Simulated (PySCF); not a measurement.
Spin-orbit coupling and the electron affinity along group 15

Two-component X2C-1e calculated with PySCF 2.14: MP2 on generalised Hartree-Fock spinors (GMP2), with spin-orbit coupling off and on (screened by Boettger's factors); no Breit or QED terms. Values in eV; the references (photodetachment measurements) lie between the lowest levels. Elements whose determinants are no pure J levels are left out.

```tsv
element	configurations	spin-free	with spin-orbit	shift	reference
P (x2c-TZVPall-2c with one added diffuse shell each of s, p type, [Ne] frozen)	[Ne] 3s2 3p4 → [Ne] 3s2 3p3	0.341	0.353	0.012	0.747
As (x2c-TZVPall-2c with one added diffuse shell each of s, p, d type, [Ne] frozen)	[Ar] 3d10 4s2 4p4 → [Ar] 3d10 4s2 4p3	0.446	0.508	0.061	0.804
Sb (x2c-TZVPall-2c with one added diffuse shell each of s, p, d, f type, [Ar] 3d10 frozen)	[Kr] 4d10 5s2 5p4 → [Kr] 4d10 5s2 5p3	0.634	0.771	0.136	1.047
Bi (x2c-TZVPall-2c with one added diffuse shell each of s, p, d, f type, [Kr] 4d10 4f14 frozen)	[Xe] 4f14 5d10 6s2 6p4 → [Xe] 4f14 5d10 6s2 6p3	0.569	0.811	0.243	0.942
```

The largest shift is at Bi, 0.243 eV, where spin-orbit coupling lowers the species with more electrons by more than the one with fewer (starting occupations 6p1/2^2 6p3/2^2 and 6p1/2^2 6p3/2^1).

What remains against the references is mostly the basis and correlation beyond MP2.
